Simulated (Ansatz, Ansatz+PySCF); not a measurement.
```yaml
atoms:
  - { symbol: H, position_ang: [0.0005, -1.3406, 0.0000] }
  - { symbol: Cl, position_ang: [0.0000, 0.2032, 0.0000] }
  - { symbol: H, position_ang: [-0.0005, -2.1147, 0.0000] }
```

Basis set: cc-pVTZ on H; cc-pV(T+d)Z on Cl (spherical functions). Left uncorrelated: 5 orbitals. Correlation on ROHF uses semicanonical orbitals with singles. Charge 0, multiplicity 2.

Computed with Ansatz (development build ahead of 0.2.0); each method stands on the lowest determinant of its kind that the runs found.

The atomization energy at this shape (free ground-state atoms in the same class of orbitals less the molecule, no zero-point energy) of doublet H2Cl:

```json
{"method": "ROHF-CCSD(T)", "atomization energy": "4.27 eV"}
```

(1) What does ROHF-MP2 give?

Answers

(1) 4.09 eV.
